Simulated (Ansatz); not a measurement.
Compare A (`C=CC(C)=S`) with its isomer B (`CC1=CSC1`).

Gas-phase electronic energies from Ansatz, PBE0-D4/def2-TZVP geometries. CCSD(T)/CBS adds triple-zeta CCSD(T) − MP2 to the extrapolated MP2 energy (def2 sets, frozen cores). DFT in def2-TZVPP. B3LYP here is the variant with VWN-RPA as its local correlation; programs differ in this. One conformer a species, not always the lowest.

Which isomer does CCSD(T)/CBS put lower? Give the gap. (An estimate is asked.)

Computed: A, by 14.7 kJ/mol.

Give E(B) − E(A) in kJ/mol with CCSD(T)/def2-TZVPP, PBE0-D4, B3LYP, B3LYP-D4, ωB97M-V, B2PLYP, MP2/def2-TZVPP. (Best estimate.)

Computed: CCSD(T)/def2-TZVPP 17.7, PBE0-D4 0.4, B3LYP 26.3, B3LYP-D4 27.0, ωB97M-V 9.6, B2PLYP 22.1, MP2/def2-TZVPP 7.9. None reverses the order clearly.

Largest T1 diagnostic: 0.017.

From PBE to PBE0 (25 % exact exchange), in def2-TZVPP and without D4, E(B) − E(A) moves by −7.4 kJ/mol. In def2-TZVPP, CCSD(T) changes the Hartree–Fock value by −10.9 kJ/mol (the triples alone add +2.7 kJ/mol) and MP2 by −20.7 kJ/mol.
